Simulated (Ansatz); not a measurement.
C4H7FO, SMILES C=C(C)OCF, a geometry optimisation

Run with Ansatz 0.2.0, Python API.

Script `run_opt.py`:
```python
"""Relax the C4H7FO molecule."""

import itertools

import ansatz as az
from ase.data import atomic_numbers, covalent_radii
import numpy as np

mol = (
    az.Crystal.molecule()
    .atom("C", (-0.5284, 1.3094, 0.0493))
    .atom("C", (-0.4397, -0.0286, -0.033))
    .atom("C", (-1.6663, -0.884, -0.1763))
    .atom("O", (0.7195, -0.7705, -0.0002))
    .atom("C", (1.9525, -0.0793, 0.1327))
    .atom("F", (2.9333, -1.0223, 0.1396))
    .atom("H", (-1.4966, 1.802, 0.0135))
    .atom("H", (0.3279, 1.9639, 0.1532))
    .atom("H", (-1.7394, -1.5813, 0.6646))
    .atom("H", (-2.5865, -0.2912, -0.2021))
    .atom("H", (-1.6145, -1.4643, -1.1033))
    .atom("H", (2.0055, 0.4634, 1.0813))
    .atom("H", (2.1328, 0.5827, -0.7196))
)

setup = (
    mol.calculation()
    .basis(gaussian="6-31G*")
    .functional("B3LYP")
)
symbols = [site.symbol for site in mol.cartesian_sites]
start = np.array([site.position_ang for site in mol.cartesian_sites], dtype=float)
report = setup.relax(force_tolerance=0.01).run(threads=1, backend="cpu").report
end = np.array(report["positions_ang"])

for key in ("converged", "free_energy_ev", "reference_energy_ev", "n_frozen", "n_occupied", "n_virtual"):
    print(f"{key:22s} {report[key]}")

# pairs closer than 1.2 times the sum of covalent radii, before or after
radius = [covalent_radii[atomic_numbers[s]] for s in symbols]
span = lambda where, i, j: np.linalg.norm(where[i] - where[j])
bonded = [(i, j) for i, j in itertools.combinations(range(len(symbols)), 2) if min(span(start, i, j), span(end, i, j)) < 1.2 * (radius[i] + radius[j])]
print("pair        before    after (A)")
for i, j in bonded:
    print(f"{symbols[i]}{i}-{symbols[j]}{j}".ljust(10), f"{span(start, i, j):8.4f} {span(end, i, j):8.4f}")
```

```console
$ python run_opt.py
converged              True
free_energy_ev         -9025.124374701656
reference_energy_ev    -9025.124374701656
n_frozen               0
n_occupied             [24, 24]
n_virtual              [80, 80]
pair        before    after (A)
C0-C1        1.3435   1.3402
C0-H6        1.0869   1.0833
C0-H7        1.0828   1.0836
C1-C2        1.5023   1.5005
C1-O3        1.3767   1.3712
C2-H8        1.0948   1.0964
C2-H9        1.0949   1.0923
C2-H10       1.0949   1.0964
O3-C4        1.4198   1.4011
C4-F5        1.3606   1.3622
C4-H11       1.0942   1.0990
C4-H12       1.0942   1.0990
```

What to keep in mind:
- Total energies depend on the basis set; only differences at equal settings carry meaning.
- The end point is the stationary point reached from this start; no frequency run checks that it is a minimum, and the basis set is modest.
- b3lyp holds the VWN-RPA fit, as in Gaussian; the form of ORCA and Turbomole is b3lyp5.
- Timing: 32 s on 1 thread of Arm Neoverse V1, on a shared host, peak memory 0.3 GiB.
